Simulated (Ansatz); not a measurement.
Ideal-gas functions of C2H6B, SMILES `C[B]C` radical at 600 K and 1 bar, from an Ansatz frequency run at PBE0-D4/def2-TZVP.

Molar mass 40.88 g/mol, point group Cs (symmetry number 1), electronic degeneracy 2, moments of inertia 9.611, 69.429, 72.913 u Å². Harmonic wavenumbers (cm⁻¹, unscaled): 64, 121, 302, 607, 692, 806, 821, 1006, 1173, 1298, 1326, 1407, 1417, 1443, 1456, 2997, 3000, 3058, 3061, 3118, 3120.

Use S(trans) = R[1.5 ln M + 2.5 ln T − 1.1517]; rotational temperatures θ = 24.2544 K / I; S(rot) = R[ln(√π/σ · √(T³/θAθBθC)) + 1.5]; for each mode x = 1.438777 ν̃/T, S = R[x/(eˣ − 1) − ln(1 − e⁻ˣ)] and H = RT x/(eˣ − 1); 1 cm⁻¹ = 0.0119627 kJ/mol; R = 8.31446 J/(mol·K).

Task: By hand: the entropy, in J/(mol·K).

Result: Translation 169.7. Rotation: θ = 2.5236, 0.3493, 0.3326 K, giving 102.1. Vibration, mode by mode: 23.91, 18.63, 11.18, 5.89, 5.00, 4.02, 3.91, 2.75, 2.01, 1.58, 1.50, 1.28, 1.26, 1.20, 1.17, 0.05, 0.05, 0.05, 0.05, 0.04, 0.04, in all 85.6. Electronic 5.8. Sum 363.2 J/(mol·K).

Task: By hand: H − E and G − E in kJ/mol, counted from the electronic energy.

Result: Zero-point energy ½ × 32293 × 0.0119627 = 193.2; thermal vibration 25.6; translation, rotation and pV give 4 RT = 20.0. H − E = 238.8 kJ/mol, and G − E = 238.8 − 600 × 363.2/1000 = 20.9 kJ/mol.

Vibration gives 24 % of the entropy, 42.5 J/(mol·K) of it from the modes under 150 cm⁻¹: soft modes count most, and the harmonic formula is weakest for them.
